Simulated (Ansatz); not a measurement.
Predict the output of the script below (Ansatz 0.2.0 through its Python package).

`c2h3n.xyz`
```text
6

C    -0.67420   -0.08020   -0.58770
C     0.15840    0.14570    0.32700
N     0.92400    0.32190    1.15550
H    -0.63290    0.57850   -1.50180
H    -1.51330   -0.76690   -0.48140
H     1.78020   -0.26310    1.04230
```

`adiabatic_c2h3n.py`
```python
"""How C2H3N relaxes after losing an electron."""

import itertools

import ansatz
from ase.data import atomic_numbers, covalent_radii
import numpy as np

BASIS_SET = "def2-SVP"
XC = "CAM-B3LYP"
CHARGE = 1

mol = ansatz.Crystal.molecule_from_extxyz("c2h3n.xyz")

model = mol.calculation().basis(gaussian=BASIS_SET).functional(XC)
symbols = [site.symbol for site in mol.cartesian_sites]
start = np.array([site.position_ang for site in mol.cartesian_sites], dtype=float)
data = model.relax(force_tolerance=0.01, max_steps=100).run(threads=1).report
end = np.array(data["positions_ang"])

minimum = ansatz.Crystal.molecule()
for symbol, place in zip(symbols, end):
    minimum = minimum.atom(symbol, place.tolist())
ion = (
    minimum.calculation()
    .basis(gaussian=BASIS_SET)
    .functional(XC)
    .charge(CHARGE)
    .spin("collinear", total=1)
)
vertical = ion.run(threads=1).report
settled = ion.relax(force_tolerance=0.01, max_steps=80).run(threads=1).report
print(f"vertical ionisation energy   {vertical['free_energy_ev'] - data['free_energy_ev']:.3f} eV")
print(f"adiabatic, no zero point     {settled['free_energy_ev'] - data['free_energy_ev']:.3f} eV")
print(f"relaxation energy of the ion {vertical['free_energy_ev'] - settled['free_energy_ev']:.3f} eV")
ionised = np.array(settled["positions_ang"])
# pairs closer than 1.2 times the sum of covalent radii, before or after
radius = [covalent_radii[atomic_numbers[s]] for s in symbols]
span = lambda where, i, j: np.linalg.norm(where[i] - where[j])
bonded = [(i, j) for i, j in itertools.combinations(range(len(symbols)), 2) if min(span(end, i, j), span(ionised, i, j)) < 1.2 * (radius[i] + radius[j])]
print("pair        before    after (A)")
for i, j in bonded:
    print(f"{symbols[i]}{i}-{symbols[j]}{j}".ljust(10), f"{span(end, i, j):8.4f} {span(ionised, i, j):8.4f}")
for first, second in list(itertools.combinations(bonded, 2)):
    shared = set(first) & set(second)
    if shared and symbols[(j := shared.pop())] != "H":
        i, k = sorted((set(first) | set(second)) - {j})
        u, v = ionised[i] - ionised[j], ionised[k] - ionised[j]
        angle = np.degrees(np.arccos(np.clip(u @ v / np.linalg.norm(u) / np.linalg.norm(v), -1, 1)))
        print(f"final angle {symbols[i]}{i}-{symbols[j]}{j}-{symbols[k]}{k}: {angle:.2f} deg")
```

```console
$ python adiabatic_c2h3n.py
vertical ionisation energy   9.341 eV
adiabatic, no zero point     8.556 eV
relaxation energy of the ion 0.785 eV
pair        before    after (A)
C0-C1        1.3121   1.3830
C0-H3        1.0909   1.0962
C0-H4        1.0908   1.0962
C1-N2        1.2213   1.1539
N2-H5        1.0234   1.0198
final angle C1-C0-H3: 119.26 deg
final angle C1-C0-H4: 119.25 deg
final angle C0-C1-N2: 179.94 deg
final angle H3-C0-H4: 121.49 deg
final angle C1-N2-H5: 179.89 deg
```

The energies are electronic: no zero-point or thermal terms, and the basis set is short of its limit. The product may relax into another structure. The relaxation finds the nearest minimum, so the adiabatic value is an upper bound. Hardware and time: 60 s on 1 thread of Arm Neoverse N1 (shared host), peak memory 0.21 GiB.
